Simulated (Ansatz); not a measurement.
```xyz
12

F     1.357   -1.539   -0.830
C     1.292   -0.606    0.194
C     0.415    0.546   -0.221
C    -1.026    0.149   -0.493
S    -1.929   -0.471    0.951
H     0.890   -1.111    1.077
H     2.312   -0.270    0.400
H     0.455    1.310    0.563
H     0.834    0.999   -1.127
H    -1.583    0.979   -0.931
H    -1.058   -0.673   -1.211
H    -1.959    0.688    1.629
```

The species carries charge 0 and has multiplicity 1.

(1) List the ωB97M-V/def2-TZVPP orbital energies in eV (the Gaussian-basis code of Ansatz). (Estimate.)

Answers

(1) Ansatz gave: Occupied: -2426.77, -677.07, -283.38, -282.40, -281.81, -220.72, -163.85, -163.77, -163.62, -36.00, -25.73, -23.56, -21.33, -19.31, -16.75, -16.71, -15.95, -14.53, -14.42, -13.89, -12.54, -12.18, -12.01, -11.29, -9.19. Lowest empty: 2.14, 3.19, 3.25, 3.76, 3.92, 4.47, 4.69, 4.76.
